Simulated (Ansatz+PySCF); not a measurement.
# doublet HO2: levels of theory in one basis

```xyz
3

H     0.0075    0.4043    0.3603
O     0.0067    0.6420    1.2843
O    -0.0080   -0.4867    1.9379
```

Basis set: cc-pVTZ (spherical functions). Correlated methods keep 2 orbitals frozen. Correlation on ROHF uses semicanonical orbitals with singles. Charge 0, multiplicity 2.

Computed with Ansatz (development build ahead of 0.2.0) and PySCF 2.14.0; each method stands on the lowest determinant of its kind that the runs found.

```csv
method,E − E(ROHF) (eV),<S²> of the determinant
ROHF,0.00,0.75
UHF,-0.19,0.76
ROHF-MP2,-12.22,–
UHF-MP2,-12.20,0.76
ROHF-CCSD(T),-13.08,–
```

Problem. What does UHF-CCSD give on the same scale?

Solution. -12.63 eV.
